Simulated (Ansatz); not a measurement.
Cartesian coordinates in Å:
```
F 0.3047 -0.9956 1.4165
C -0.4164 -0.3493 0.4886
O -0.2572 1.0371 0.4603
C 0.2892 0.3073 -0.5967
F 1.6283 0.2362 -0.6193
H -1.4324 -0.7304 0.4376
H -0.1161 0.4946 -1.5870
```

The species carries charge 0 and has multiplicity 1.

Question: List the B3LYP/def2-TZVPP orbital energies in eV (Ansatz). (Estimate.)

Answer: Ansatz gave: Occupied: -672.32, -672.32, -522.13, -281.09, -281.08, -34.42, -33.79, -30.80, -19.37, -18.46, -16.31, -15.74, -14.32, -13.93, -13.37, -12.01, -11.67, -10.62, -9.74, -8.79. Lowest empty: 1.29, 1.65, 1.89, 2.19, 2.46, 3.98, 5.06, 5.78.

B3LYP here is the variant with VWN-RPA as its local correlation; programs differ in this.
